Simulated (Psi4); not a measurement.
Psi4 input (wB97X-D/6-31G*):

```
memory 1500 MB

molecule {
0 1
O     0.00698159   -0.00938093    1.15639185
C     0.01002135    1.09121187    0.35485194
C    -0.00584318   -1.09682594    0.33719784
C    -0.00057460    0.72400222   -0.94957313
C    -0.01096108   -0.70850213   -0.96113124
H     0.01993172    2.04136423    0.85814072
H    -0.00976940   -2.05501900    0.82508919
H    -0.00100663    1.38402074   -1.80017025
H    -0.02086345   -1.35463467   -1.82226699
symmetry c1
no_reorient
no_com
}

set {
  basis 6-31G*
  reference rks
  scf_type pk
  dft_radial_points 99
  dft_spherical_points 590
  e_convergence 1e-8
  d_convergence 1e-7
  maxiter 150
}

e = energy('wb97x-d')
print_out(f'\nFINAL {e:.10f} DIPOLE {variable("CURRENT DIPOLE")[0]:.6f} {variable("CURRENT DIPOLE")[1]:.6f} {variable("CURRENT DIPOLE")[2]:.6f}\n')
```

### Question
Predict the final energy.

### Answer
-229.94246 Eh.
